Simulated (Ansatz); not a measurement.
# Li2− (quartet): wave-function methods side by side at distance Li1–Li2 = 3.521 Å, aug-cc-pVTZ

The task here is to estimate one member of a computed series from the others.

The runs use Ansatz 0.2.0, Gaussian basis; aug-cc-pVTZ, core rule «outside noble gas», up to 2 orbitals frozen.

Plan: UHF; CCSD(T) on ROHF; CCSD(T) on UHF; BCCD(T) on ROHF; CCSDT on ROHF; CCSDT on UHF; Full CI.

32 further runs of the same task are left out: 17 for a known fault of the program, 11 that didn't finish, 4 set aside as unsound or not needed.

## The geometry

The geometry derives from a PBE0/def2-TZVPD stationary point (not a proven minimum). One bond is set to the value named and the two fragments are kept rigid.

2 atoms, charge -1, spin multiplicity 4.

Atoms are counted from 1 here; the program's logs count them from 0.

No contacts short enough for the rule that draws bonds.

Set-up of the first run:

Input file in.yaml:

```yaml
crystal:
  periodic: [false, false, false]
  atoms:
    - {symbol: Li, position_ang: [0.000000, 0.000000, 0.000000]}
    - {symbol: Li, position_ang: [0.000000, 0.000000, 3.521000]}
basis:
  gaussian: {orbitals: aug-cc-pVTZ}
total_charge: -1
magnetization: {spin_polarized: true, initial_magnetization: 3}
hamiltonian: {xc: hf}
output: {orbitals: {seedname: orbitals}}
```

On the command line:

```sh
$ ansatz run in.yaml --threads 1 --pin off --events-out ev --progress --plain --max-ram 2393MiB
```

Among the steps run: UHF; CCSD(T) on ROHF; CCSD(T) on UHF; BCCD(T) on ROHF; CCSDT on ROHF; CCSDT on UHF; Full CI.

One of the session's tables, all rows but one given; the rest of the session is left out.

It belongs to the step «Misses and costs». 

| method | from FCI (kJ/mol) |
| --- | --- |
| ROHF | +19.5 |
| UHF | +19.5 |
| RMP2 | +10.6 |
| UMP2 | ? |
| RCCSD | +0.4 |
| UCCSD | +0.4 |
| RCCSD(T) | +0.2 |
| UCCSD(T) | +0.2 |
| BCCD(T) | +0.2 |
| RCCSDT | 0.0 |
| UCCSDT | 0.0 |
| FCI | 0 |

Estimate the missing values for UMP2.

As computed: from FCI (kJ/mol): +10.5. In the column «from FCI (kJ/mol)» it lies between UCCSD (+0.4) and RMP2 (+10.6).

To keep in mind: Levels on UHF freeze UHF's core orbitals, full CI those of ROHF, so the U rows can settle a little off it for that reason alone. Restricted and unrestricted rows rest on different reference determinants; where their highest levels disagree by more than a few hundredths of an eV, they describe different states and don't form one ladder.
